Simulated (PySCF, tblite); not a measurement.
Isomers of C3H3Cl2 (doublet state), one GFN2-xTB conformer each. Single-point energies are computed at B3LYP/pcH-1 (PySCF, gas phase, no added dispersion term), electronic only. GFN2-xTB treats the open shell by occupation alone, and not every SCF solution was tested for stability.

Task: Rank them by B3LYP/pcH-1 energy, lowest first (kJ/mol).
A. `[CH2:1]=[C:2][CH:3]([Cl:4])[Cl:5]` (doublet state) with C1–C2–C3–Cl4 -10°
B. `[H]/[C:1]=[C:2](\[Cl:3])[CH2:4][Cl:5]` (doublet state) with C1–C2–C4–Cl5 103°

Result: B (0.0), A (4.4).

Neighbours under 21 kJ/mol apart ([H]/[C]=C(\Cl)CCl and C=[C]C(Cl)Cl) can change places with a better method, another conformer or zero-point energy. GFN2-xTB itself gives, in the same order: 3.4, 0.0. GFN2-xTB puts C=[C]C(Cl)Cl lowest instead.

Task: What happens when harmonic zero-point energies from GFN2-xTB frequencies are added?

Result: 
```json
{"SMILES": "[H]/[C]=C(\\Cl)CCl", "ZPE (kJ/mol)": "122.0", "electronic (kJ/mol)": "0.0", "with ZPE (kJ/mol)": "0.0"}
{"SMILES": "C=[C]C(Cl)Cl", "ZPE (kJ/mol)": "117.8", "electronic (kJ/mol)": "4.4", "with ZPE (kJ/mol)": "0.2"}
```

The zero-point energies span 4.2 kJ/mol. The order is unchanged.

Task: As an exercise, what shares would exp(−E/RT) give at 2000 K from these electronic energies alone (no entropy, no degeneracies)?

Result: RT = 16.629 kJ/mol: [H]/[C]=C(\Cl)CCl 56.6 %, C=[C]C(Cl)Cl 43.4 %.
